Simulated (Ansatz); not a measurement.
Molecule: CH₂O, charge 1, multiplicity 2. 
Structure (B3LYP-D3(BJ)/def2-TZVP (Ansatz, an electronic-structure program) minimum search):
```xyz
4

O      0.0009     0.0100     0.6637
C     -0.0007    -0.0079    -0.5229
H      0.0058     0.9515    -1.1008
H     -0.0087    -0.9841    -1.0717
```
Charge +1, spin multiplicity 2.

Basis-set convergence of Hartree-Fock and MP2 correlation energies (hartree) with Ansatz. Valence correlation only, unless marked. Open shells are spin-unrestricted. No spin-orbit coupling. No relativistic terms.

```tsv
basis	functions	E(HF)	E(corr, MP2)
def2-SVPD	59	-113.43594	-0.26940
def2-TZVPPD	111	-113.57062	-0.32771
def2-QZVPPD	195	-113.57571	-0.35236
```

Extrapolating the two largest sets (X = 3 and 4) as X^-3: E(corr) = (64·(-0.35236) - 27·(-0.32771))/37 = -0.3703 Eh, an estimate of the basis-set limit. The largest set recovers 95.1 % of it, the smallest 72.7 %.
